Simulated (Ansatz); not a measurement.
# FH3N: the cost of one run

Program: Ansatz 0.2.0. Level of theory: the levels named in each step. These are calculated values, not measurements.

**1. The starting structure**

Bond lengths: F1–H3 0.933 Å, N2–H4 1.012 Å, N2–H5 1.012 Å. Angles: H4–N2–H5 110.6°.

Coordinates:

```xyz
5

F     1.0232   -0.8699    0.4879
N    -1.3152    1.1435   -0.6305
H     1.7611   -0.6532    1.0155
H    -0.6546    0.4264   -0.3581
H    -2.1167    0.7326   -1.0926
```

**2. A rough first relaxation, PBE-D4/def2-SVP**

This run stands in another session on the same molecule. It ended at:

```xyz
5

F     1.4227   -0.3901    0.8783
N    -0.7463    0.3300   -0.4515
H     0.6709   -0.1171    0.3484
H    -1.4359   -0.3028   -0.9060
H    -1.2136    1.2595   -0.4470
```

**3. Relaxation, HF/STO-3G**

The input, input.yaml:

```yaml
crystal:
  periodic: [false, false, false]
  atoms:
    - { symbol: F, position_ang: [1.42268726, -0.39008476, 0.87831821] }
    - { symbol: "N", position_ang: [-0.74628851, 0.32998128, -0.45151319] }
    - { symbol: H, position_ang: [0.67088916, -0.11707041, 0.34839349] }
    - { symbol: H, position_ang: [-1.43587372, -0.30281285, -0.90604808] }
    - { symbol: H, position_ang: [-1.21358418, 1.25948674, -0.44698043] }
magnetization:
  spin_polarized: true
  initial_magnetization: 1
basis:
  gaussian: { orbitals: STO-3G }
hamiltonian:
  xc: hf
relax:
  f_tol: 0.002
  max_steps: 150
```

The run is started by

```sh
$ ansatz run input.yaml --threads 2 --pin off --max-ram 5120MiB --backend cpu --events-out ev --progress --plain --runs-dir out
```

Q: Estimate wall time and peak memory on 2 threads of Arm Neoverse N1, shared host.

About 1.6 s, with a peak of 0.082 GiB.
